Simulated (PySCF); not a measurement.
# HBrCl2, a complex of two parts: interaction energy

An exercise on one series of results from a longer session: the logs are not shown, and one member is left open.

Programs: PySCF 2.14.0. All values are calculated, for the isolated system unless a continuum is named. Atoms count from 0, parts from 1.

## The system as given

4 atoms, charge 0, multiplicity 1; geometry: GFN2-xTB. Parts: 1 = atoms 0–1, `ClBr`, charge 0; 2 = atoms 2–3, `Cl`, charge 0.

The first run:

What the job is given:

```
{"job": {"xc": "PBE0", "basis": "def2-TZVPD", "d3": "d3bj", "grid": 3, "kind": "geom", "shake": 0.01}, "charge": 0, "multiplicity": 1, "parts": [{"atoms": "0-1", "charge": 0, "multiplicity": 1}, {"atoms": "2-3", "charge": 0, "multiplicity": 1}]}
Br     0.881418     0.548786    -0.007894
Cl    -0.912320    -0.591043     0.193815
Cl    -0.030360    -0.679818    -3.445131
H      0.901929     0.045939    -2.855232
```

Run with:

```
OMP_NUM_THREADS=1 python cluster_run.py task.json out
```

One launch serves the whole session: the jobs run in the order shown.

Among the steps run: Optimising the geometry at PBE0-D3(BJ)/def2-TZVPD; Coupled-cluster interaction energy: CCSD(T) and MP2, 2.63 Å; Coupled-cluster interaction energy: CCSD(T) and MP2, 2.76 Å; Coupled-cluster interaction energy: CCSD(T) and MP2, 2.90 Å; Coupled-cluster interaction energy: CCSD(T) and MP2, 2.50 Å; Coupled-cluster interaction energy: CCSD(T) and MP2, 3.29 Å; Coupled-cluster interaction energy: CCSD(T) and MP2, 2.37 Å; Coupled-cluster interaction energy: CCSD(T) and MP2, 3.95 Å; Coupled-cluster interaction energy: CCSD(T) and MP2, 5.26 Å.

One table of the session follows, with a row left open; its other results are not shown here.

It belongs to the step «Coupled-cluster interaction energy: CCSD(T) and MP2, 5.26 Å». 

| method | interaction energy (kcal/mol) |
| --- | --- |
| HF/aug-cc-pVDZ | -0.075 |
| MP2/aug-cc-pVDZ | -0.146 |
| CCSD/aug-cc-pVDZ | -0.123 |
| CCSD(T)/aug-cc-pVDZ | -0.131 |
| HF/aug-cc-pVQZ | -0.059 |
| MP2/aug-cc-pVQZ | ? |
| SCS-MP2/aug-cc-pVQZ | -0.123 |
| MP2, extrapolated | -0.145 |
| CCSD(T), limit estimate | -0.130 |

Estimate the missing values for MP2/aug-cc-pVQZ.

**Answer.** interaction energy (kcal/mol): -0.144. In the column «interaction energy (kcal/mol)» it lies between MP2, extrapolated (-0.145) and CCSD(T)/aug-cc-pVDZ (-0.131).
